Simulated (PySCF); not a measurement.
## Working out the ionisation energy of B

B [He] 2s2 2p1 (2P) → B⁺ [He] 2s2 (1S). Computed with PySCF 2.14 in aug-cc-pVDZ, with the non-relativistic Hamiltonian (point nucleus). Frozen: 1s2. Energies in hartree (1 hartree = 27.21139 eV):

```tsv
part	B (lower)	B⁺ (upper)
UHF	-24.530574	-24.235014
CCSD correlation	-0.059620	-0.058677
(T)	-0.000909	0.000000
```

**Question.** What does Hartree-Fock give?

**Answer.** (-24.235014) − (-24.530574) = 0.295560 hartree = 8.043 eV.

**Question.** What do CCSD and CCSD(T) give?

**Answer.** The CCSD correlation energies differ by 0.000943 hartree = 0.026 eV and the triples by 0.000909 hartree = 0.025 eV, so CCSD gives 8.069 eV and CCSD(T) 8.094 eV.

Measured between the centres of the two terms (NIST): 8.297 eV, so CCSD(T) (valence) is off by -0.203 eV.

A double-zeta basis recovers only part of the correlation energy.

The coupled-cluster amplitudes are large, so a single reference is strained.

What remains against the reference includes basis incompleteness, the frozen core and higher excitations.
